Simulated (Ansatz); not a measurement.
# Structure relaxation of YSb2

All numbers below come from DFT PBE, scalar-relativistic, plane waves, PAW in Ansatz 0.2.0. Cutoff 420 eV, Γ-centred k mesh, Gaussian smearing, no spin polarisation in the final step.

A relaxed cell is given with its space group left out.

```
CELL_PARAMETERS angstrom
-2.84277 2.84277 3.01334
2.84277 -2.84277 3.01334
2.84277 2.84277 -3.01334
ATOMIC_POSITIONS crystal
Y 0.00000 0.00000 0.00000
Sb 0.25000 0.75000 0.50000
Sb 0.75000 0.25000 0.50000
```

Energies over the elements count from the elements' standard structures at the same level, with no empirical corrections.

Problem. What space group does it have?

Solution. I4/mmm (No. 139). Conventional cell: a = 5.686 Å, c = 6.027 Å. Y is coordinated by 8 Sb at 3.22 Å; Sb is coordinated by 2 Sb at 3.01 Å and 4 Y at 3.22 Å.

Problem. How far does it lie from the elements in energy?

Solution. -0.53 eV/atom.

Problem. Is it a metal?

Solution. Yes, bands cross the Fermi level on the 12×12×12 mesh.

The final run used a 12×12×12 mesh on its 3-atom cell and 0.10 eV smearing. For metals, differences of a few meV/atom aren't resolved. Spin–orbit coupling is left out. The cell came from a trial start, so YSb2 may not exist in this structure.

Cost: 3 runs of about 21 core-minutes in all, on Arm Neoverse N1 (shared hosts).